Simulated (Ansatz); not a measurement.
Input for Ansatz (development build ahead of 0.2.0):

```yaml
crystal:
  periodic: [false, false, false]
  atoms:
    - { symbol: F, position_ang: [0.0, 0.0, -0.67776] }
    - { symbol: F, position_ang: [0.0, 0.0, 0.67776] }
basis:
  gaussian: { orbitals: cc-pVTZ }
magnetization:
  spin_polarized: true
hamiltonian:
  xc: hf
correlation:
  method: ccsd_t
  frozen_orbitals: { F: 1 }
```

The input is written out in the form of the current development build from the run's settings.

The run gave:

```json
{"Converged": "yes", "Reference energy": "-198.75819 hartree", "Correlation energy": "-0.53522 hartree", "Total energy": "-199.29341 hartree"}
```
